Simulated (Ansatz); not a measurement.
Nudged elastic band run: ClH4NSi

Input:

```yaml
crystal:
  periodic: [false, false, false]
  atoms:
    - { symbol: Si, position_ang: [0.38976, -0.017316, 0.108689] }
    - { symbol: "N", position_ang: [0.839778, -0.152378, 1.773184] }
    - { symbol: H, position_ang: [0.108306, -0.30871, 2.472524] }
    - { symbol: H, position_ang: [1.552357, 0.481618, 2.145772] }
    - { symbol: H, position_ang: [1.649125, 0.004957, -0.701599] }
    - { symbol: Cl, position_ang: [-0.682781, 1.715697, -0.416539] }
    - { symbol: H, position_ang: [-0.498446, -1.177168, -0.219131] }
basis:
  gaussian: { orbitals: def2-SVP }
hamiltonian:
  xc: pbe
neb:
  order_check: false
  images: 5
  f_tol: 0.05
  max_iterations: 60
  final_atoms:
    - { symbol: Si, position_ang: [-0.04324775, -0.40709297, -0.49991968] }
    - { symbol: "N", position_ang: [1.11912082, -0.06710659, 1.2034634] }
    - { symbol: H, position_ang: [1.16737892, -0.86967218, 1.84914553] }
    - { symbol: H, position_ang: [0.69128879, 0.733732, 1.69568879] }
    - { symbol: H, position_ang: [2.08207063, 0.20231414, 0.95716751] }
    - { symbol: Cl, position_ang: [-0.48319944, 1.73623587, -0.53891366] }
    - { symbol: H, position_ang: [-1.17531298, -0.78171027, 0.4962681] }
  initial_path:
    images:
      - { positions_ang: [[0.38976, -0.017316, 0.108689], [0.839778, -0.152378, 1.773184], [0.108306, -0.30871, 2.472524], [1.552357, 0.481618, 2.145772], [1.649125, 0.004957, -0.701599], [-0.682781, 1.715697, -0.416539], [-0.498446, -1.177168, -0.219131]] }
      - { positions_ang: [[0.2622363, -0.01220779, 0.07098795], [0.93634833, -0.10072017, 1.7404834], [0.15482933, -0.29552083, 2.38073103], [1.70189544, 0.41312551, 2.16817113], [1.64555636, 0.00364063, -0.36657141], [-0.78579319, 1.72158451, -0.51977711], [-0.55697357, -1.18320187, -0.31112499]] }
      - { positions_ang: [[0.13471259, -0.00709957, 0.0332869], [1.03291866, -0.04906233, 1.7077828], [0.20135266, -0.28233167, 2.28893805], [1.85143388, 0.34463303, 2.19057025], [1.64198773, 0.00232427, -0.03154382], [-0.88880537, 1.72747201, -0.62301521], [-0.61550114, -1.18923573, -0.40311897]] }
      - { positions_ang: [[0.00718889, -0.00199136, -0.00441416], [1.12948899, 0.0025955, 1.6750822], [0.24787598, -0.2691425, 2.19714508], [2.00097232, 0.27614054, 2.21296938], [1.63841909, 0.0010079, 0.30348378], [-0.99181756, 1.73335952, -0.72625332], [-0.67402872, -1.1952696, -0.49511296]] }
      - { positions_ang: [[-0.00962332, -0.13702523, -0.16958266], [1.12603294, -0.02063853, 1.51787593], [0.55437696, -0.46931906, 2.08114523], [1.56441114, 0.42867103, 2.04054252], [1.78630294, 0.06810998, 0.52137836], [-0.82227819, 1.7343183, -0.66380676], [-0.84112347, -1.05741649, -0.16465261]] }
      - { positions_ang: [[-0.02643554, -0.2720591, -0.33475117], [1.12257688, -0.04387256, 1.36066967], [0.86087794, -0.66949562, 1.96514538], [1.12784996, 0.58120151, 1.86811565], [1.93418679, 0.13521206, 0.73927293], [-0.65273881, 1.73527709, -0.60136021], [-1.00821822, -0.91956338, 0.16580775]] }
      - { positions_ang: [[-0.04324775, -0.40709297, -0.49991968], [1.11912082, -0.06710659, 1.2034634], [1.16737892, -0.86967218, 1.84914553], [0.69128879, 0.733732, 1.69568879], [2.08207063, 0.20231414, 0.95716751], [-0.48319944, 1.73623587, -0.53891366], [-1.17531298, -0.78171027, 0.4962681]] }
```

Launched with:

```bash
$ ansatz run input.yaml --threads 1 --pin off --max-ram 2048MiB --backend cpu --events-out ev --progress --plain --runs-dir out
```

Output, in part (warnings, iteration lines, the closing report on the highest movable image, with atoms numbered from 0):

```
NEB end point (image 0): max|allowed force component| = 1.462e-2 eV/Å (the criterion of neb.relax_end_points is 1.000e-2)
NEB end point (image 6): max|allowed force component| = 1.066e-2 eV/Å (the criterion of neb.relax_end_points is 1.000e-2)
NEB iter   1: max|band force component| = 1.566e1 eV/Å  barrier→ = 7.3696 eV  barrier← = 6.1641 eV  Δτ_max = 0.1970 Å  (195 SCF iters)
NEB iter   2: max|band force component| = 3.687e0 eV/Å  barrier→ = 4.0692 eV  barrier← = 2.8637 eV  Δτ_max = 0.2000 Å  (154 SCF iters)
NEB iter   3: max|band force component| = 2.393e0 eV/Å  barrier→ = 2.6569 eV  barrier← = 1.4514 eV  Δτ_max = 0.1993 Å  (153 SCF iters)
NEB iter   4: max|band force component| = 1.373e0 eV/Å  barrier→ = 2.5304 eV  barrier← = 1.3249 eV  Δτ_max = 0.1980 Å  (152 SCF iters)
NEB iter   5: max|band force component| = 1.119e0 eV/Å  barrier→ = 2.8000 eV  barrier← = 1.5946 eV  Δτ_max = 0.2000 Å  (148 SCF iters)
NEB iter   6: max|band force component| = 2.002e0 eV/Å  barrier→ = 2.4580 eV  barrier← = 1.2526 eV  Δτ_max = 0.0963 Å  (140 SCF iters)
NEB iter   7: max|band force component| = 1.357e0 eV/Å  barrier→ = 2.2418 eV  barrier← = 1.0363 eV  Δτ_max = 0.0671 Å  (135 SCF iters)
NEB iter   8: max|band force component| = 6.045e-1 eV/Å  barrier→ = 2.1514 eV  barrier← = 0.9459 eV  Δτ_max = 0.0512 Å  (138 SCF iters)
NEB iter   9: max|band force component| = 1.598e0 eV/Å  barrier→ = 2.0552 eV  barrier← = 0.8497 eV  CI = image 3  Δτ_max = 0.1015 Å  (137 SCF iters)
NEB iter  10: max|band force component| = 1.769e0 eV/Å  barrier→ = 2.3955 eV  barrier← = 1.1901 eV  CI = image 3  Δτ_max = 0.1456 Å  (129 SCF iters)
NEB iter  11: max|band force component| = 1.755e0 eV/Å  barrier→ = 2.8056 eV  barrier← = 1.6001 eV  CI = image 3  Δτ_max = 0.0722 Å  (136 SCF iters)
NEB iter  12: max|band force component| = 1.404e0 eV/Å  barrier→ = 2.7650 eV  barrier← = 1.5596 eV  CI = image 3  Δτ_max = 0.1221 Å  (134 SCF iters)
NEB iter  13: max|band force component| = 5.074e-1 eV/Å  barrier→ = 2.6788 eV  barrier← = 1.4733 eV  CI = image 3  Δτ_max = 0.1404 Å  (139 SCF iters)
NEB iter  14: max|band force component| = 3.175e-1 eV/Å  barrier→ = 2.6729 eV  barrier← = 1.4674 eV  CI = image 3  Δτ_max = 0.0351 Å  (140 SCF iters)
NEB iter  15: max|band force component| = 1.656e-1 eV/Å  barrier→ = 2.6710 eV  barrier← = 1.4655 eV  CI = image 3  Δτ_max = 0.0229 Å  (135 SCF iters)
NEB iter  16: max|band force component| = 7.412e-2 eV/Å  barrier→ = 2.6698 eV  barrier← = 1.4643 eV  CI = image 3  Δτ_max = 0.0177 Å  (136 SCF iters)
NEB iter  17: max|band force component| = 4.576e-2 eV/Å  barrier→ = 2.6695 eV  barrier← = 1.4641 eV  CI = image 3  Δτ_max = 0.0000 Å  (271 SCF iters)
Total energy: -21935.91791445 eV, -806.1301146569 hartree
Atom 0 at     0.310175     0.111533    -0.272380 Å, force    -0.002099    -0.004909     0.004451 eV/Å
Atom 1 at     0.928040    -0.066450     1.514382 Å, force    -0.002795    -0.014996    -0.026826 eV/Å
Atom 2 at     0.489509    -0.583036     2.296972 Å, force     0.004278     0.010175     0.003217 eV/Å
Atom 3 at     1.499583     0.711103     1.866850 Å, force     0.000729     0.003138     0.010360 eV/Å
Atom 4 at     1.719140    -0.399020     0.422776 Å, force     0.001359     0.004236     0.008843 eV/Å
Atom 5 at    -0.929275     1.824724    -0.433495 Å, force     0.000073     0.002908     0.001470 eV/Å
Atom 6 at    -0.659073    -1.052154    -0.232204 Å, force    -0.001546    -0.000554    -0.001515 eV/Å
Dipole moment:     0.288140    -0.230281     0.612003 e Å
```

The forces met the threshold. Neighbouring images differ by up to 1.3 eV, so the band resolves the path poorly. A vibrational analysis at the climbing image gives one clearly imaginary mode, 1342i cm⁻¹: a first-order saddle point. The orbitals stay closed-shell, which can raise the energy where a bond breaks towards radicals; this wasn't checked here.

Final band (atoms are numbered from 1 in the order of the input):

```json
{"image": "0", "path coordinate (Å)": "0.00", "energy (eV)": "0.00", "Si1–H5 (Å)": "1.50", "N2–H5 (Å)": "2.61"}
{"image": "1", "path coordinate (Å)": "0.53", "energy (eV)": "0.33", "Si1–H5 (Å)": "1.49", "N2–H5 (Å)": "2.30"}
{"image": "2", "path coordinate (Å)": "1.05", "energy (eV)": "1.57", "Si1–H5 (Å)": "1.51", "N2–H5 (Å)": "1.88"}
{"image": "3", "path coordinate (Å)": "1.58", "energy (eV)": "2.67", "Si1–H5 (Å)": "1.65", "N2–H5 (Å)": "1.39"}
{"image": "4", "path coordinate (Å)": "2.51", "energy (eV)": "1.32", "Si1–H5 (Å)": "2.46", "N2–H5 (Å)": "1.03"}
{"image": "5", "path coordinate (Å)": "3.44", "energy (eV)": "1.23", "Si1–H5 (Å)": "2.69", "N2–H5 (Å)": "1.03"}
{"image": "6", "path coordinate (Å)": "4.37", "energy (eV)": "1.21", "Si1–H5 (Å)": "2.65", "N2–H5 (Å)": "1.03"}
```

Run time: 2.4 min on 1 thread of Arm Neoverse V1, with other jobs on the host, peak memory 0.12 GiB.
